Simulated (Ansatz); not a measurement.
Density of states of GaAg3 (P-6m2, a = 2.919 Å, b = 2.919 Å, c = 9.220 Å, α = 90.00°, β = 90.00°, γ = 120.00°), in states per eV and primitive cell, averaged over bins of 0.4 eV. All numbers below come from DFT r2SCAN, scalar-relativistic, plane waves, PAW in Ansatz 0.2.0.

Cutoff 500 eV; k points 18×18×6 on the computed 4-atom cell (Γ-centred); Gaussian smearing, width 0.10 eV; no spin polarisation.

The cell is relaxed at this level. The states (both spins) are summed by tetrahedra on a 27×27×9 mesh at the self-consistent density. Energies are bin centres; the table starts no lower than −8 eV and ends at 6 eV, or lower where the solved bands end.

It is a metal at this level.

```csv
E − E_F (eV),total,Ag 4d,Ag 5s,Ga 4p,Ga 4s
-7.85,0.44,0.12,0.03,0.13,0.15
-7.45,0.69,0.23,0.13,0.16,0.17
-7.05,1.23,0.61,0.22,0.16,0.23
-6.65,3.45,2.62,0.50,0.18,0.12
-6.25,10.16,8.71,1.05,0.26,0.09
-5.85,8.94,8.19,0.35,0.30,0.05
-5.45,8.80,8.14,0.22,0.31,0.07
-5.05,11.65,11.01,0.27,0.23,0.07
-4.65,10.74,10.12,0.25,0.22,0.09
-4.25,7.52,7.03,0.18,0.20,0.05
-3.85,9.17,8.83,0.14,0.13,0.03
-3.45,5.41,4.98,0.18,0.14,0.09
-3.05,1.55,0.95,0.21,0.19,0.17
-2.65,1.16,0.53,0.25,0.19,0.16
-2.25,1.08,0.38,0.29,0.25,0.13
-1.85,1.22,0.34,0.34,0.34,0.13
-1.45,1.07,0.24,0.34,0.33,0.09
-1.05,1.15,0.21,0.35,0.39,0.10
-0.65,1.11,0.17,0.34,0.38,0.10
-0.25,1.00,0.13,0.30,0.35,0.07
0.15,0.92,0.12,0.29,0.31,0.08
0.55,1.18,0.13,0.35,0.38,0.12
0.95,1.16,0.11,0.33,0.36,0.11
1.35,0.99,0.08,0.28,0.30,0.11
1.75,0.94,0.07,0.25,0.33,0.11
2.15,0.91,0.06,0.26,0.28,0.12
2.55,1.20,0.07,0.39,0.27,0.13
2.95,1.27,0.06,0.40,0.31,0.12
3.35,1.27,0.05,0.45,0.24,0.09
3.75,1.35,0.05,0.44,0.30,0.08
4.15,1.35,0.04,0.39,0.31,0.08
4.55,1.19,0.03,0.31,0.26,0.06
4.95,1.22,0.03,0.33,0.32,0.06
5.35,1.53,0.04,0.48,0.35,0.05
5.75,1.54,0.04,0.45,0.38,0.04
```

The columns after the total are the Löwdin projections on the occupied valence shells of the potentials. The rest of the total lies in shells that are empty in the free atom, which aren't projected, and between the atoms.

Whether GaAg3 exists in this form wasn't checked.

Cost: 1 run of about 4.8 core-minutes, on Arm Neoverse V1 (shared hosts).